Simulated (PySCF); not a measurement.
A structure optimised at BHandHLYP/def2-SVP (Å):
```
atom  x, y, z in Å
Cl1   -1.9753    0.1897    2.0820
C2    -0.6764    0.0684    0.9645
C3    -0.8388   -0.0437   -0.3797
S4     0.7068   -0.1409   -1.1180
C5     1.4273   -0.0233    0.4409
N6     0.5990    0.0801    1.4205
H7    -1.7603   -0.0725   -0.9406
H8     2.5046   -0.0385    0.5610
```

Neutral, closed shell.

Problem. Read off the bonds between heavy atoms and their formal orders.

Solution. Cl1–C2 1.72 Å (single); C2–C3 1.36 Å (aromatic); C3–S4 1.72 Å (aromatic); S4–C5 1.72 Å (aromatic); C5–N6 1.29 Å (aromatic); C2–N6 1.35 Å (aromatic). Bonds to hydrogen (Å): C3–H7 1.08; C5–H8 1.08. The orders are those of one drawing; other resonance forms can be drawn.

Problem. Give the structure as a SMILES string.

Solution. `Clc1cscn1`, C3H2ClNS. Among its features: pyridine-type ring nitrogen, aromatic ring with sulfur and C–Cl bond.

Problem. What is the point group of this geometry?

Solution. Cs (every atom within 0.08 Å of its image).

Problem. Which rings does it hold (smallest set)?

Solution. C2–C3–S4–C5–N6 (5 members, 0.00 Å rms from planarity).

Problem. Classify the heavy atoms.

Solution. Cl1: aryl chlorine; C2: aromatic C–Cl carbon; C3: aromatic CH next to a ring sulfur; S4: thiophene-type sulfur; C5: aromatic CH next to a ring nitrogen; N6: pyridine-type nitrogen.

Problem. What is the arrangement about S4?

Solution. It has 2 neighbours (C3, C5) and is bent (angle 89.1°).

Problem. What is the arrangement about C2?

Solution. It has 3 neighbours (Cl1, C3, N6) and is planar (angles 124.0°, 119.5° and 116.5°, sum 360.0°, 0.00 Å off the plane of its three neighbours).

The numbers are calculated, not measured.
